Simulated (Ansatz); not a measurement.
Property card for TiN

Theory: DFT PBE, scalar-relativistic, plane waves, PAW in Ansatz 0.2.0.

Cutoff 420 eV; k points 18×18×18 on the computed 2-atom cell (Γ-centred); Gaussian smearing, width 0.10 eV; no spin polarisation.

The structure is relaxed at this level of theory with its symmetry kept.

```cif
data_structure
_symmetry_space_group_name_H-M 'P 1'
_symmetry_Int_Tables_number 1
_cell_length_a 3.0029
_cell_length_b 3.0029
_cell_length_c 3.0029
_cell_angle_alpha 60.000
_cell_angle_beta 60.000
_cell_angle_gamma 60.000
_cell_volume 19.15
loop_
_atom_site_label
_atom_site_type_symbol
_atom_site_fract_x
_atom_site_fract_y
_atom_site_fract_z
_atom_site_occupancy
Ti1 Ti 0.00000 0.00000 0.00000 1
N1 N 0.50000 0.50000 0.50000 1
```

```json
{"Space group": "Fm-3m (No. 225)", "Volume per atom": "9.57 Å³", "Formation energy from the elements' standard states (uncorrected)": "-1.714 eV/atom", "Kohn–Sham band gap": "none (metal)", "Density of states at the Fermi level": "0.85 states/eV per cell", "Löwdin character within 0.5 eV of the Fermi level": "Ti 3d 84 %, N 2p 13 %", "Bulk modulus": "277 GPa", "Its pressure derivative": "4.3", "Bader charges (e)": "Ti (1 in the cell) 1.75, N (1 in the cell) -1.75"}
```

Spin polarisation was left out, and a magnetic state may lie lower.

A ferromagnetic start lost its moments in a first run, so spin was left out; other magnetic orders weren't tried.